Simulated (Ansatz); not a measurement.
`C=CN=O`. Charge 0, multiplicity 1.

Z-matrix (Å, degrees):
```
C
C 1 1.328
H 1 1.082 2 122.1
H 1 1.084 2 119.3 3 180.0
N 2 1.420 1 116.9 3 -180.0
H 2 1.088 1 125.8 3 0.0
O 5 1.204 2 113.9 1 -180.0
```

(1) What are the harmonic wavenumbers in cm⁻¹ at PBE0-D4/def2-TZVP (Ansatz, finite differences of forces, unscaled)? (Estimate.)

(2) Is this a minimum?

(3) Give the ideal-gas thermochemistry at 298.15 K and 1 bar (rigid rotor, harmonic oscillator; point group Cs, symmetry number 1).

Results:

(1) The calculation gave: 178, 349, 621, 690, 900, 1008, 1017, 1155, 1283, 1411, 1638, 1703, 3162, 3178, 3271.

(2) Yes, all 15 modes are real.

(3) Zero-point energy 129.0 kJ/mol; H(298) − E = 142.6 kJ/mol; entropy 275.2 J/(mol·K), of which translation 159.3, rotation 96.4, vibration 19.6; G(298) − E = 60.5 kJ/mol.
